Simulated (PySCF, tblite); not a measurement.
# aluminium trifluoride and phosphine

A gas-phase complex of aluminium trifluoride and phosphine; neutral, singlet. The structure comes from a short search (6 tight-binding starts) and was relaxed by PBE0-D3(BJ)/def2-SVPD; another way of binding may lie lower. Frequencies by PBE0-D3(BJ)/def2-SVPD show no clear imaginary mode.

Parts: 1 = aluminium trifluoride ([F][Al]([F])[F]), atoms 1–4; 2 = phosphine (P), atoms 5–8.

```xyz
8

F     0.977    0.366   -1.375
Al    0.117   -0.036    0.008
F     0.113   -1.646    0.474
F    -1.234    0.883    0.378
P     1.690    0.914    1.669
H     1.329    0.891    3.036
H     2.989    0.361    1.739
H     2.006    2.284    1.514
```
(Å; atoms numbered from 1)

```
 contact  kind (by geometry)  distance (Å)  angle (°)
Al2···P5                bond         2.477          -
```

The parts are joined by the bond Al2–P5, so these are energies of forming such bonds; deforming the relaxed parts to their shape in the adduct costs 7.9 kcal/mol, which the interaction energies leave out.

Interaction energies are complex less parts, with the parts frozen as they stand in it; counterpoise-corrected, in kcal/mol (PySCF). The CCSD(T) estimate is Hartree-Fock/aug-cc-pVQZ, plus the MP2 correlation part extrapolated as X⁻³ from aug-cc-pVTZ and aug-cc-pVQZ, plus CCSD(T) less MP2 in aug-cc-pVDZ; noble-gas cores are frozen. It isn't the exact limit.

```csv
level,interaction,superposition error removed
Hartree-Fock/aug-cc-pVQZ,-27.39,-
wB97M-D3(BJ)/def2-TZVPD,-27.76,-0.30
PBE0-D3(BJ)/def2-TZVPD,-31.03,-0.28
MP2/aug-cc-pVQZ,-27.69,-0.47
```

(1) What does CCSD(T) at its estimated basis limit give, and which of these levels comes nearest?

(2) What holds them together? Decompose the wB97M-D3(BJ)/def2-TZVPD energy: frozen parts, their antisymmetrised product, then relaxation.

The parts were also relaxed and run alone, at the levels used for the complex: shieldings by PBE0/pcSseg-2; core levels by delta-SCF with SCAN, pcX-2 on the ionised atom and pcseg-1 elsewhere, spin-free X2C (2p3/2 is the spin-free 2p value less a third of a first-order spin-orbit splitting).

Values alone: shielding of Al2 (ppm): 507.0; shielding of P5 (ppm): 575.9; F1 1s core level (eV): 693.01; Al2 2p3/2 core level (eV): 83.70; P5 2p3/2 core level (eV): 137.09.

(3) How do these values change when the complex forms?

Results:

(1) -28.14 kcal/mol. wB97M-D3(BJ)/def2-TZVPD and MP2/aug-cc-pVQZ come equally near, within the error of the estimate; the errors are Hartree-Fock/aug-cc-pVQZ +0.75, wB97M-D3(BJ)/def2-TZVPD +0.38, PBE0-D3(BJ)/def2-TZVPD -2.89, MP2/aug-cc-pVQZ +0.45.

(2) electrostatic -38.3, Pauli repulsion +42.7, orbital relaxation -30.7, dispersion correction -1.7 kcal/mol, which sum to the value before the counterpoise correction; the Pauli term holds the exchange-correlation of the frozen density too. Of the attraction, 54 % is electrostatic, 43 % is orbital relaxation, 2 % is dispersion correction.

(3) 
| property | alone | in the complex | change |
| --- | --- | --- | --- |
| shielding of Al2 (ppm) | 507.0 | 512.2 | +5.2 |
| shielding of P5 (ppm) | 575.9 | 513.8 | -62.1 |
| F1 1s core level (eV) | 693.01 | 691.42 | -1.59 |
| Al2 2p3/2 core level (eV) | 83.70 | 81.39 | -2.32 |
| P5 2p3/2 core level (eV) | 137.09 | 139.13 | +2.03 |
